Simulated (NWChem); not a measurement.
All runs are NWChem calculations. System: C₂H₂, charge 0, spin multiplicity 1, displaced from the optimised geometry. Level: PBE/cc-pVDZ, spin-restricted.

Job file:

```
start mol
memory heap 200 mb stack 900 mb global 1100 mb
geometry units angstroms nocenter noautoz noautosym
  C      0.000000     0.000000    -0.604265
  C      0.000000     0.000000     0.604265
  H      0.000000     0.000000    -1.786740
  H      0.000000     0.000000     1.679242
end
basis spherical
  * library cc-pvdz
end
dft
  xc xpbe96 cpbe96
  semidirect memsize 60000000 filesize 0
  iterations 100
end
task dft energy
```

NWChem printed:

```
             Northwest Computational Chemistry Package (NWChem) 7.3.0
             --------------------------------------------------------

                                NWChem Input Module
                                -------------------

 Scaling coordinates for geometry "geometry" by  1.889725989
 (inverse scale =  0.529177249)

                             Geometry "geometry" -> ""
                             -------------------------

 Output coordinates in angstroms (scale by  1.889725989 to convert to a.u.)

  No.       Tag          Charge          X              Y              Z
 ---- ---------------- ---------- -------------- -------------- --------------
    1 C                    6.0000     0.00000000     0.00000000    -0.60426500
    2 C                    6.0000     0.00000000     0.00000000     0.60426500
    3 H                    1.0000     0.00000000     0.00000000    -1.78674000
    4 H                    1.0000     0.00000000     0.00000000     1.67924200

 Effective nuclear repulsion energy (a.u.)      24.2730079312

            Nuclear Dipole moment (a.u.)
            ----------------------------
        X                 Y               Z
 ---------------- ---------------- ----------------
     0.0000000000     0.0000000000    -0.2031417643


 Summary of "ao basis" -> "" (spherical)
 ------------------------------------------------------------------------------
       Tag                 Description            Shells   Functions and Types
 ---------------- ------------------------------  ------  ---------------------
 *                          cc-pvdz                   on all atoms

  pbe96 is a nonlocal functional; adding pw91lda local functional.

                                 NWChem DFT Module
                                 -----------------

 Summary of "ao basis" -> "ao basis" (spherical)
 ------------------------------------------------------------------------------
       Tag                 Description            Shells   Functions and Types
 ---------------- ------------------------------  ------  ---------------------
 C                          cc-pvdz                  6       14   3s2p1d
 H                          cc-pvdz                  3        5   2s1p

 Summary of "ao basis" -> "ao basis" (spherical)
 ------------------------------------------------------------------------------
       Tag                 Description            Shells   Functions and Types
 ---------------- ------------------------------  ------  ---------------------
 C                          cc-pvdz                  6       14   3s2p1d
 H                          cc-pvdz                  3        5   2s1p

            General Information
            -------------------
          SCF calculation type: DFT
          Wavefunction type:  closed shell.
          No. of atoms     :     4
          No. of electrons :    14
           Alpha electrons :     7
            Beta electrons :     7
          Charge           :     0
          Spin multiplicity:     1
          Use of symmetry is: off; symmetry adaption is: off
          Maximum number of iterations: 100
          AO basis - number of functions:    38
                     number of shells:    18
          Convergence on energy requested:  1.00D-06
          Convergence on density requested:  1.00D-05
          Convergence on gradient requested:  5.00D-04

              XC Information
              --------------
          PerdewBurkeErnzerhof Exchange Functional  1.000
            Perdew 1991 LDA Correlation Functional  1.000 local
           PerdewBurkeErnz. Correlation Functional  1.000 non-local

             Grid Information
             ----------------
          Grid used for XC integration:  medium
          Radial quadrature: Mura-Knowles
          Angular quadrature: Lebedev.
          Tag              B.-S. Rad. Rad. Pts. Rad. Cut. Ang. Pts.
          ---              ---------- --------- --------- ---------
          C                   0.70       49           8.0       434
          H                   0.35       45          10.0       434
          Grid pruning is: on
          Number of quadrature shells:   188
          Spatial weights used:  Erf1

          Convergence Information
          -----------------------
          Convergence aids based upon iterative change in
          total energy or number of iterations.
          Levelshifting, if invoked, occurs when the
          HOMO/LUMO gap drops below (HL_TOL):  1.00D-02
          DIIS, if invoked, will attempt to extrapolate
          using up to (NFOCK): 10 stored Fock matrices.

                    Damping( 0%)  Levelshifting(0.5)       DIIS
                  --------------- ------------------- ---------------
          dE  on:    start            ASAP                start
          dE off:    2 iters        100 iters           100 iters

      Screening Tolerance Information
      -------------------------------
          Density screening/tol_rho:  1.00D-10
          AO Gaussian exp screening on grid/accAOfunc:  14
          CD Gaussian exp screening on grid/accCDfunc:  20
          XC Gaussian exp screening on grid/accXCfunc:  20
          Schwarz screening/accCoul:  1.00D-08

      Superposition of Atomic Density Guess
      -------------------------------------

 Sum of atomic energies:         -76.33085022

      Non-variational initial energy
      ------------------------------

 Total energy =     -77.078691
 1-e energy   =    -149.174621
 2-e energy   =      47.822923
 HOMO         =      -0.353120
 LUMO         =       0.067818

------------------------------------------------------------
EAF file 0: "./mol.aoints.0" size=524288 bytes
------------------------------------------------------------
               write      read    awrite     aread      wait
               -----      ----    ------     -----      ----
     calls:        1         0         0         0         0
   data(b): 5.24e+05  0.00e+00  0.00e+00  0.00e+00
   time(s): 0.00e+00  0.00e+00  0.00e+00  0.00e+00  0.00e+00
rate(mb/s): 0.00e+00  0.00e+00
------------------------------------------------------------

   convergence    iter        energy       DeltaE   RMS-Dens  Diis-err    time
 ---------------- ----- ----------------- --------- --------- ---------  ------
 d= 0,ls=0.0,diis     1    -77.1907838185 -1.01D+02  1.23D-02  2.22D-01     0.3
 d= 0,ls=0.0,diis     2    -77.2098700263 -1.91D-02  7.46D-03  4.48D-02     0.4
 d= 0,ls=0.0,diis     3    -77.2011574669  8.71D-03  4.93D-03  1.14D-01     0.5
 d= 0,ls=0.0,diis     4    -77.2157812436 -1.46D-02  1.20D-03  5.17D-03     0.6
 d= 0,ls=0.0,diis     5    -77.2164533619 -6.72D-04  2.65D-04  2.05D-04     0.6
  Resetting Diis
 d= 0,ls=0.0,diis     6    -77.2164858420 -3.25D-05  1.28D-05  3.48D-07     0.7
 d= 0,ls=0.0,diis     7    -77.2164858957 -5.38D-08  3.32D-06  3.50D-09     0.8

         Total DFT energy =      -77.216485895735
      One electron energy =     -151.020346670374
           Coulomb energy =       60.876708230588
    Exchange-Corr. energy =      -11.345855387189
 Nuclear repulsion energy =       24.273007931240

 Numeric. integr. density =       13.999998780974

     Total iterative time =      0.6s

                       DFT Final Molecular Orbital Analysis
                       ------------------------------------

 Vector    5  Occ=2.000000D+00  E=-4.257596D-01
              MO Center= -3.2D-11,  3.4D-11, -4.0D-01, r^2= 2.0D+00
   Bfn.  Coefficient  Atom+Function         Bfn.  Coefficient  Atom+Function
  ----- ------------  ---------------      ----- ------------  ---------------
     6      0.401111  1 C  pz                20     -0.343619  2 C  pz
    29     -0.332763  3 H  s                 34     -0.247810  4 H  s
    30     -0.143320  3 H  s                 35     -0.116664  4 H  s
     9      0.074639  1 C  pz                 3     -0.059602  1 C  s
     2     -0.042640  1 C  s                 23     -0.036975  2 C  pz

 Vector    6  Occ=2.000000D+00  E=-2.522432D-01
              MO Center=  4.2D-11,  2.9D-11,  2.6D-03, r^2= 1.3D+00
   Bfn.  Coefficient  Atom+Function         Bfn.  Coefficient  Atom+Function
  ----- ------------  ---------------      ----- ------------  ---------------
     4      0.318997  1 C  px                18      0.319330  2 C  px
     5      0.289521  1 C  py                19      0.289824  2 C  py
     7      0.179198  1 C  px                21      0.179657  2 C  px
     8      0.162640  1 C  py                22      0.163057  2 C  py

 Vector    7  Occ=2.000000D+00  E=-2.522432D-01
              MO Center=  7.5D-11, -8.2D-11,  2.6D-03, r^2= 1.3D+00
   Bfn.  Coefficient  Atom+Function         Bfn.  Coefficient  Atom+Function
  ----- ------------  ---------------      ----- ------------  ---------------
     5      0.318997  1 C  py                19      0.319330  2 C  py
     4     -0.289521  1 C  px                18     -0.289824  2 C  px
     8      0.179198  1 C  py                22      0.179657  2 C  py
     7     -0.162640  1 C  px                21     -0.163057  2 C  px

 Vector    8  Occ=0.000000D+00  E= 7.620974D-03
              MO Center= -1.1D-09,  1.2D-09, -8.6D-04, r^2= 2.0D+00
   Bfn.  Coefficient  Atom+Function         Bfn.  Coefficient  Atom+Function
  ----- ------------  ---------------      ----- ------------  ---------------
     8     -0.500851  1 C  py                22      0.499310  2 C  py
     7      0.458026  1 C  px                21     -0.456616  2 C  px
     5     -0.322725  1 C  py                19      0.321368  2 C  py
     4      0.295131  1 C  px                18     -0.293889  2 C  px
    25      0.029374  2 C  d -1              11      0.028925  1 C  d -1

 Vector    9  Occ=0.000000D+00  E= 7.620974D-03
              MO Center= -6.7D-11, -3.6D-11, -8.6D-04, r^2= 2.0D+00
   Bfn.  Coefficient  Atom+Function         Bfn.  Coefficient  Atom+Function
  ----- ------------  ---------------      ----- ------------  ---------------
     7      0.500851  1 C  px                21     -0.499310  2 C  px
     8      0.458026  1 C  py                22     -0.456616  2 C  py
     4      0.322725  1 C  px                18     -0.321368  2 C  px
     5      0.295131  1 C  py                19     -0.293889  2 C  py
    27      0.029374  2 C  d  1              13      0.028925  1 C  d  1

 Vector   10  Occ=0.000000D+00  E= 3.101839D-02
              MO Center=  9.8D-10, -9.4D-10, -1.3D+00, r^2= 4.3D+00
   Bfn.  Coefficient  Atom+Function         Bfn.  Coefficient  Atom+Function
  ----- ------------  ---------------      ----- ------------  ---------------
    30      1.653864  3 H  s                  9      1.255744  1 C  pz
    35     -0.979222  4 H  s                 23      0.945434  2 C  pz
    17     -0.442164  2 C  s                 29      0.275313  3 H  s
     2     -0.227872  1 C  s                  6      0.220900  1 C  pz
    16      0.189097  2 C  s                 34     -0.138315  4 H  s

 center of mass
 --------------
 x =   0.00000000 y =   0.00000000 z =  -0.00786955

 moments of inertia (a.u.)
 ------------------
          52.930876311102           0.000000000000           0.000000000000
           0.000000000000          52.930876311102           0.000000000000
           0.000000000000           0.000000000000           0.000000000000

     Multipole analysis of the density
     ---------------------------------

     L   x y z        total         alpha         beta         nuclear
     -   - - -        -----         -----         ----         -------
     0   0 0 0     -0.000000     -7.000000     -7.000000     14.000000

     1   1 0 0     -0.000000     -0.000000     -0.000000      0.000000
     1   0 1 0      0.000000      0.000000      0.000000      0.000000
     1   0 0 1     -0.040864      0.081139      0.081139     -0.203142

     2   2 0 0     -9.934302     -4.967151     -4.967151      0.000000
     2   1 1 0      0.000000      0.000000      0.000000      0.000000
     2   1 0 1      0.000000      0.000000      0.000000      0.000000
     2   0 2 0     -9.934302     -4.967151     -4.967151      0.000000
     2   0 1 1     -0.000000     -0.000000     -0.000000      0.000000
     2   0 0 2     -4.945445    -21.031415    -21.031415     37.117385

 Task  times  cpu:        0.7s     wall:        0.7s

 Total times  cpu:        0.8s     wall:        0.8s
```
